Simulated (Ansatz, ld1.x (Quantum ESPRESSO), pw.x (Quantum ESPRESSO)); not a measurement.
scandium (Sc): one change to the TM potential, in the atom and in the fcc crystal

```json
{
  "Element": "scandium",
  "Generator": "ld1.x (Quantum ESPRESSO) 7.5",
  "Type": "norm-conserving Troullier–Martins (Kleinman–Bylander form)",
  "Functional": "LDA (PW92)",
  "Relativity": "scalar-relativistic",
  "Frozen core": "[Ar]",
  "Valence charge": "3",
  "Reference configuration": "3d1 4s2 4p0",
  "Partial waves": "4s (bound): rc 2.65 bohr; 4p (bound, empty): rc 2.95 bohr; 3d (bound): rc 2.75 bohr",
  "Local potential": "all-electron potential smoothed inside 2.50 bohr (lloc = -1)",
  "Core correction": "Bessel-smoothed model core inside 2.55 bohr"
}
```

Change: wave 4p (bound): rc 2.95 bohr becomes 4p (bound): rc 2.56 bohr.

Cutoffs, loose and tight: the cutoffs (Ry, on a coarse ladder) from which the occupation-weighted sum of valence levels, in a spherical-Bessel basis at the reference potential, stays within 10 and 1 mRy of its value at 400 Ry. They do not see the model core or the augmentation charge, which bear on the density cutoff. Test errors are all-electron minus pseudo excitation energies from the reference, over the configurations 3d1 4s1 4p0; 3d1 4s0 4p0; 3d1 4s1.5 4p0; 3d1 4s0 4p1; 3d1.5 4s1.5 4p0; 3d1 4s0 4p2; 3d0 4s2 4p0 (two spin-polarised tests are not counted in the largest error); variants that change the core or the reference have their own tests.

Crystal test: fcc Sc in pw.x 7.5, no spin, 13³ k-points, Fermi–Dirac smearing 0.01 Ry, cutoffs set for each file from its atomic test. The reference is all-electron LAPW (Ansatz 0.2.0) with the same functional, mesh and smearing; V0 and B0 come from Birch–Murnaghan fits to the pressures at five volumes. Errors are pseudo minus all-electron; Δ is the rms difference of the E(V) curves that follow from these fits, minima aligned, over ±6 % about the mean V0. Mesh and smearing are coarse, so the numbers serve the comparison and aren't converged zero-temperature values; the lattice is a test structure that the element need not adopt.

All-electron: a0 = 4.485 Å (V0 = 22.56 Å³/atom), B0 = 56.8 GPa.

Does the change bring the crystal closer to the all-electron result?

The mean pressure error goes from -0.47 to -0.33 GPa, so the change moves the solid closer to the all-electron pressures.

```
                       quantity       base    changed
                 outcome (atom)  generated  generated
           cutoff, loose (atom)      30 Ry      30 Ry
           cutoff, tight (atom)      35 Ry      35 Ry
            bound ghosts (atom)       none       none
largest test error (meV) (atom)       +361       +361
           cutoffs in pw.x (Ry)     50/200     50/200
                         a0 (Å)      4.473      4.477
                   a0 error (%)      -0.27      -0.19
                   B0 error (%)       +3.0       +3.9
                   Δ (meV/atom)        2.3        1.6
      mean pressure error (GPa)      -0.47      -0.33
```

Base: The logarithmic derivative shows an extra or strongly shifted pseudo pole above the reference energy (s near 0.32 Ry). The atomic cutoffs weigh occupied waves only.
